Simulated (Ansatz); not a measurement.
**HS+ (triplet): geometry and frequencies at several levels, part 1 of 2**

Aim: geometry and frequencies at several levels, for HS+ (triplet), with the cost of each level. Charge +1. Spin multiplicity 3.

Computed with Ansatz 0.2.0 (the levels named in each step, unless a step's input says otherwise).

### Step 1. The starting structure

Bond lengths: S1–H2 1.372 Å.

Structure file:

```xyz
2

S     0.0000    0.0000    0.0000
H     0.0000    0.0000    1.3722
```

### Step 2. A rough first relaxation, PBE-D4/def2-SVP

This run stands in another session on the same molecule. It ended at:

```xyz
2

S     0.0000    0.0000   -0.0097
H     0.0000    0.0000    1.3820
```

### Step 3. Relaxation, PBE0-D4/def2-TZVPP

This run stands in another session on the same molecule. It ended at:

```xyz
2

S     0.0000    0.0000    0.0019
H     0.0000    0.0000    1.3703
```

### Step 4. Frequencies, PBE0-D4/def2-TZVPP

input.yaml

```yaml
crystal:
  periodic: [false, false, false]
  atoms:
    - { symbol: S, position_ang: [0.0, 0.0, 0.00189529] }
    - { symbol: H, position_ang: [0.0, 0.0, 1.37034471] }
magnetization:
  spin_polarized: true
  initial_magnetization: 2
total_charge: 1
basis:
  gaussian: { orbitals: def2-TZVPP }
hamiltonian:
  xc: pbe0
  dispersion: d4
phonons: {}
```

The run is started by

```sh
$ ansatz run input.yaml --threads 1 --pin off --max-ram 2560MiB --backend cpu --events-out ev --progress --plain --runs-dir out
```

Output (excerpt; [...] marks lines left out):

```text
Warning: RAYON_NUM_THREADS=1 ignored (pool sized by the plan → 1); use --threads N
[...]
Functional definition: PBE0
[...]
374 factors; their error is unknown
[...]
mean field -10836.46901496 eV, -398.2328910773 hartree, gradient 1.8e-5 eV, S^2 2.008044; 0 other end points of the search recorded, 0 dependent functions left out
[...]
reference -10836.46903242 eV, -398.2328917189 hartree; 9, 7 occupied and 47, 49 virtual orbitals, 374 factors
[...]
374 factors; their error is unknown
[...]
mean field -10836.46901496 eV, -398.2328910773 hartree, gradient 6.5e-7 eV, S^2 2.008044; 0 other end points of the search recorded, 0 dependent functions left out
[...]
reference -10836.46903242 eV, -398.2328917190 hartree; 9, 7 occupied and 47, 49 virtual orbitals, 374 factors
[...]
374 factors; their error is unknown
mean field -10836.46901496 eV, -398.2328910773 hartree, gradient 6.5e-7 eV, S^2 2.008044; 0 other end points of the search recorded, 0 dependent functions left out
[...]
reference -10836.46903242 eV, -398.2328917190 hartree; 9, 7 occupied and 47, 49 virtual orbitals, 374 factors
[...]
374 factors; their error is unknown
[...]
mean field -10836.46901496 eV, -398.2328910773 hartree, gradient 6.5e-7 eV, S^2 2.008044; 0 other end points of the search recorded, 0 dependent functions left out
[...]
reference -10836.46903242 eV, -398.2328917190 hartree; 9, 7 occupied and 47, 49 virtual orbitals, 374 factors
[...]
374 factors; their error is unknown
[...]
reference -10836.46903242 eV, -398.2328917190 hartree; 9, 7 occupied and 47, 49 virtual orbitals, 374 factors
[...]
374 factors; their error is unknown
mean field -10836.46901496 eV, -398.2328910773 hartree, gradient 6.5e-7 eV, S^2 2.008044; 0 other end points of the search recorded, 0 dependent functions left out
[...]
reference -10836.46903242 eV, -398.2328917190 hartree; 9, 7 occupied and 47, 49 virtual orbitals, 374 factors
[...]
374 factors; their error is unknown
mean field -10836.46901496 eV, -398.2328910773 hartree, gradient 6.5e-7 eV, S^2 2.008044; 0 other end points of the search recorded, 0 dependent functions left out
[...]
reference -10836.46903242 eV, -398.2328917190 hartree; 9, 7 occupied and 47, 49 virtual orbitals, 374 factors
[...]
374 factors; their error is unknown
mean field -10836.46894254 eV, -398.2328884160 hartree, gradient 1.8e-6 eV, S^2 2.008049; 0 other end points of the search recorded, 0 dependent functions left out
[...]
reference -10836.46896001 eV, -398.2328890579 hartree; 9, 7 occupied and 47, 49 virtual orbitals, 374 factors
[...]
374 factors; their error is unknown
[...]
mean field -10836.46894032 eV, -398.2328883343 hartree, gradient 3.0e-6 eV, S^2 2.008038; 0 other end points of the search recorded, 0 dependent functions left out
[...]
reference -10836.46895777 eV, -398.2328889757 hartree; 9, 7 occupied and 47, 49 virtual orbitals, 374 factors
Total energy: -10836.47203516 eV, -398.2330020677 hartree
Atom 0 at     0.000000     0.000000     0.001895 Å, force    -0.000000    -0.000000    -0.000013 eV/Å
Atom 1 at     0.000000     0.000000     1.370345 Å, force     0.000000     0.000000     0.000013 eV/Å
Dipole moment:     0.000000     0.000000     0.237202 e Å
Vibrations: 2558.75 cm⁻¹, zero-point energy 0.158623 eV
```

It took 12 s on 1 thread of Intel Xeon at 2.50GHz (Skylake/Cascade Lake), shared host; peak memory 0.11 GiB.

Harmonic frequencies (cm⁻¹; negative: imaginary): 2559.

### Step 5. Relaxation, PBE-D4/def2-TZVPP

Changes to input.yaml since step 4:

```diff
@@ -12,4 +12,6 @@
 hamiltonian:
-  xc: pbe0
+  xc: pbe
   dispersion: d4
-phonons: {}
+relax:
+  f_tol: 0.002
+  max_steps: 150
```

The run is started by

```sh
$ ansatz run input.yaml --threads 1 --pin off --max-ram 2560MiB --backend cpu --events-out ev --progress --plain --runs-dir out
```

Output (excerpt; [...] marks lines left out):

```text
Warning: RAYON_NUM_THREADS=1 ignored (pool sized by the plan → 1); use --threads N
[...]
Functional definition: PBE
[...]
343 factors; their error is unknown
[...]
mean field -10835.50628542 eV, -398.1975114194 hartree, gradient 2.5e-5 eV, S^2 2.005928; 0 other end points of the search recorded, 0 dependent functions left out
[...]
reference -10835.50630890 eV, -398.1975122822 hartree; 9, 7 occupied and 47, 49 virtual orbitals, 343 factors
relax step   1: F+E_penalty+E_count = -10835.50998996 eV  Δ(F+E_penalty+E_count) = +0.000e0 eV  max|allowed force component| = 2.962e-1 eV/Å  Δτ_max = 0.0000 Å  (25 SCF iters, accepted)
[...]
relax step   3: F+E_penalty+E_count = -10835.51191592 eV  Δ(F+E_penalty+E_count) = -3.413e-4 eV  max|allowed force component| = 2.268e-3 eV/Å  Δτ_max = 0.0027 Å  (27 SCF iters, accepted)
[...]
relax step   4: F+E_penalty+E_count = -10835.51191604 eV  Δ(F+E_penalty+E_count) = -1.182e-7 eV  max|allowed force component| = 8.737e-6 eV/Å  Δτ_max = 0.0001 Å  (18 SCF iters, accepted)
343 factors; their error is unknown
mean field -10835.50821655 eV, -398.1975823868 hartree, gradient 1.0e-5 eV, S^2 2.005970; 1 other end points of the search recorded, 0 dependent functions left out
[...]
reference -10835.50824007 eV, -398.1975832515 hartree; 9, 7 occupied and 47, 49 virtual orbitals, 343 factors
Total energy: -10835.51193957 eV, -398.1977192053 hartree
Atom 0 at     0.000000    -0.000000    -0.004681 Å, force    -0.000000    -0.000000    -0.000009 eV/Å
Atom 1 at    -0.000000     0.000000     1.376921 Å, force     0.000000     0.000000     0.000009 eV/Å
Dipole moment:    -0.000000     0.000000     0.233485 e Å
```

Run time: 5.6 s. Hardware: 1 thread of Intel Xeon at 2.50GHz (Skylake/Cascade Lake), shared host; peak memory 0.11 GiB.

Relaxation path:

| step | energy from step 1 (eV) | largest force component (eV/Å) |
| --- | --- | --- |
| 1 | 0.0000 | 0.2962 |
| 2 | -0.0016 | 0.1231 |
| 3 | -0.0019 | 0.0023 |
| 4 | -0.0019 | 0.0000 |

Step 1 is the start.

Before: Bond lengths: S1–H2 1.368 Å.

After: Bond lengths: S1–H2 1.382 Å.

### Step 6. Frequencies, PBE-D4/def2-TZVPP

input.yaml

```yaml
crystal:
  periodic: [false, false, false]
  atoms:
    - { symbol: S, position_ang: [0.0, 0.0, -0.0046807] }
    - { symbol: H, position_ang: [0.0, 0.0, 1.3769207] }
magnetization:
  spin_polarized: true
  initial_magnetization: 2
total_charge: 1
basis:
  gaussian: { orbitals: def2-TZVPP }
hamiltonian:
  xc: pbe
  dispersion: d4
phonons: {}
```

The run is started by

```sh
$ ansatz run input.yaml --threads 1 --pin off --max-ram 2560MiB --backend cpu --events-out ev --progress --plain --runs-dir out
```

Output (excerpt; [...] marks lines left out):

```text
Warning: RAYON_NUM_THREADS=1 ignored (pool sized by the plan → 1); use --threads N
[...]
Functional definition: PBE
[...]
343 factors; their error is unknown
[...]
mean field -10835.50821655 eV, -398.1975823868 hartree, gradient 2.6e-5 eV, S^2 2.005970; 0 other end points of the search recorded, 0 dependent functions left out
[...]
reference -10835.50824007 eV, -398.1975832515 hartree; 9, 7 occupied and 47, 49 virtual orbitals, 343 factors
[...]
343 factors; their error is unknown
[...]
mean field -10835.50821655 eV, -398.1975823869 hartree, gradient 2.0e-6 eV, S^2 2.005970; 0 other end points of the search recorded, 0 dependent functions left out
[...]
reference -10835.50824008 eV, -398.1975832515 hartree; 9, 7 occupied and 47, 49 virtual orbitals, 343 factors
[...]
343 factors; their error is unknown
[...]
reference -10835.50824008 eV, -398.1975832515 hartree; 9, 7 occupied and 47, 49 virtual orbitals, 343 factors
[...]
343 factors; their error is unknown
mean field -10835.50814980 eV, -398.1975799339 hartree, gradient 1.1e-6 eV, S^2 2.005979; 0 other end points of the search recorded, 0 dependent functions left out
[...]
reference -10835.50817334 eV, -398.1975807989 hartree; 9, 7 occupied and 47, 49 virtual orbitals, 343 factors
[...]
343 factors; their error is unknown
[...]
mean field -10835.50814726 eV, -398.1975798405 hartree, gradient 1.1e-6 eV, S^2 2.005962; 0 other end points of the search recorded, 0 dependent functions left out
[...]
reference -10835.50817078 eV, -398.1975807048 hartree; 9, 7 occupied and 47, 49 virtual orbitals, 343 factors
Total energy: -10835.51193957 eV, -398.1977192053 hartree
Atom 0 at     0.000000     0.000000    -0.004681 Å, force    -0.000000    -0.000000    -0.000009 eV/Å
Atom 1 at     0.000000     0.000000     1.376921 Å, force     0.000000     0.000000     0.000009 eV/Å
Dipole moment:    -0.000000     0.000000     0.233485 e Å
Vibrations: 2460.99 cm⁻¹, zero-point energy 0.152562 eV
```

Wall time 10 s (1 thread of Intel Xeon at 2.50GHz (Skylake/Cascade Lake), shared host); peak memory 0.1 GiB.

Harmonic frequencies (cm⁻¹; negative: imaginary): 2461.

### Step 7. Relaxation, r2SCAN-D4/def2-TZVPP

input.yaml

```yaml
crystal:
  periodic: [false, false, false]
  atoms:
    - { symbol: S, position_ang: [0.0, 0.0, 0.00189529] }
    - { symbol: H, position_ang: [0.0, 0.0, 1.37034471] }
magnetization:
  spin_polarized: true
  initial_magnetization: 2
total_charge: 1
basis:
  gaussian: { orbitals: def2-TZVPP }
hamiltonian:
  xc: r2scan
  dispersion: d4
relax:
  f_tol: 0.002
  max_steps: 150
```

The run is started by

```sh
$ ansatz run input.yaml --threads 1 --pin off --max-ram 2560MiB --backend cpu --events-out ev --progress --plain --runs-dir out
```

Output (excerpt; [...] marks lines left out):

```text
Warning: RAYON_NUM_THREADS=1 ignored (pool sized by the plan → 1); use --threads N
[...]
Functional definition: r2SCAN
[...]
343 factors; their error is unknown
[...]
mean field -10839.50099877 eV, -398.3443144271 hartree, gradient 3.0e-5 eV, S^2 2.011403; 0 other end points of the search recorded, 0 dependent functions left out
[...]
reference -10839.50100697 eV, -398.3443147286 hartree; 9, 7 occupied and 47, 49 virtual orbitals, 343 factors
relax step   1: F+E_penalty+E_count = -10839.50181512 eV  Δ(F+E_penalty+E_count) = +0.000e0 eV  max|allowed force component| = 1.326e-2 eV/Å  Δτ_max = 0.0000 Å  (30 SCF iters, accepted)
[...]
relax step   2: F+E_penalty+E_count = -10839.50181828 eV  Δ(F+E_penalty+E_count) = -3.161e-6 eV  max|allowed force component| = 5.388e-3 eV/Å  Δτ_max = 0.0002 Å  (23 SCF iters, accepted)
[...]
relax step   3: F+E_penalty+E_count = -10839.50181890 eV  Δ(F+E_penalty+E_count) = -6.242e-7 eV  max|allowed force component| = 7.590e-6 eV/Å  Δτ_max = 0.0001 Å  (23 SCF iters, accepted)
343 factors; their error is unknown
[...]
mean field -10839.50100251 eV, -398.3443145646 hartree, gradient 2.5e-5 eV, S^2 2.011402; 1 other end points of the search recorded, 0 dependent functions left out
[...]
reference -10839.50101071 eV, -398.3443148661 hartree; 9, 7 occupied and 47, 49 virtual orbitals, 343 factors
Total energy: -10839.50182710 eV, -398.3443448678 hartree
Atom 0 at    -0.000000     0.000000     0.002181 Å, force    -0.000000    -0.000000    -0.000007 eV/Å
Atom 1 at     0.000000    -0.000000     1.370059 Å, force     0.000000    -0.000000     0.000007 eV/Å
Dipole moment:     0.000000    -0.000000     0.236875 e Å
```

Run time: 8.6 s. Hardware: 1 thread of Intel Xeon at 2.50GHz (Skylake/Cascade Lake), shared host; peak memory 0.12 GiB.

Step by step:

```
step  E - E(step 1) (eV)  largest force component (eV/Å)
   1              0.0000                          0.0133
   2              0.0000                          0.0054
   3              0.0000                          0.0000
```

Step 1 is the start.

Before: Bond lengths: S1–H2 1.368 Å.

After: Bond lengths: S1–H2 1.368 Å.

### Step 8. Frequencies, r2SCAN-D4/def2-TZVPP

input.yaml

```yaml
crystal:
  periodic: [false, false, false]
  atoms:
    - { symbol: S, position_ang: [0.0, 0.0, 0.00218086] }
    - { symbol: H, position_ang: [0.0, 0.0, 1.37005914] }
magnetization:
  spin_polarized: true
  initial_magnetization: 2
total_charge: 1
basis:
  gaussian: { orbitals: def2-TZVPP }
hamiltonian:
  xc: r2scan
  dispersion: d4
phonons: {}
```

The run is started by

```sh
$ ansatz run input.yaml --threads 1 --pin off --max-ram 2560MiB --backend cpu --events-out ev --progress --plain --runs-dir out
```

Output (excerpt; [...] marks lines left out):

```text
Warning: RAYON_NUM_THREADS=1 ignored (pool sized by the plan → 1); use --threads N
[...]
Functional definition: r2SCAN
[...]
343 factors; their error is unknown
[...]
mean field -10839.50100251 eV, -398.3443145646 hartree, gradient 3.0e-5 eV, S^2 2.011402; 0 other end points of the search recorded, 0 dependent functions left out
[...]
reference -10839.50101071 eV, -398.3443148661 hartree; 9, 7 occupied and 47, 49 virtual orbitals, 343 factors
[...]
343 factors; their error is unknown
mean field -10839.50100251 eV, -398.3443145646 hartree, gradient 5.3e-6 eV, S^2 2.011402; 0 other end points of the search recorded, 0 dependent functions left out
[...]
reference -10839.50101071 eV, -398.3443148661 hartree; 9, 7 occupied and 47, 49 virtual orbitals, 343 factors
[...]
343 factors; their error is unknown
[...]
reference -10839.50101071 eV, -398.3443148661 hartree; 9, 7 occupied and 47, 49 virtual orbitals, 343 factors
[...]
343 factors; their error is unknown
mean field -10839.50093035 eV, -398.3443119129 hartree, gradient 5.3e-6 eV, S^2 2.011409; 0 other end points of the search recorded, 0 dependent functions left out
[...]
reference -10839.50093856 eV, -398.3443122144 hartree; 9, 7 occupied and 47, 49 virtual orbitals, 343 factors
[...]
343 factors; their error is unknown
mean field -10839.50092928 eV, -398.3443118734 hartree, gradient 5.2e-6 eV, S^2 2.011395; 0 other end points of the search recorded, 0 dependent functions left out
[...]
reference -10839.50093748 eV, -398.3443121748 hartree; 9, 7 occupied and 47, 49 virtual orbitals, 343 factors
Total energy: -10839.50182710 eV, -398.3443448678 hartree
Atom 0 at     0.000000     0.000000     0.002181 Å, force     0.000000     0.000000    -0.000010 eV/Å
Atom 1 at     0.000000     0.000000     1.370059 Å, force    -0.000000    -0.000000     0.000010 eV/Å
Dipole moment:     0.000000    -0.000000     0.236875 e Å
Vibrations: 2544.17 cm⁻¹, zero-point energy 0.157719 eV
```

Run time: 18 s. Hardware: 1 thread of Intel Xeon at 2.50GHz (Skylake/Cascade Lake), shared host; peak memory 0.11 GiB.

Harmonic frequencies (cm⁻¹; negative: imaginary): 2544.

(Continued in part 2 of 2.)
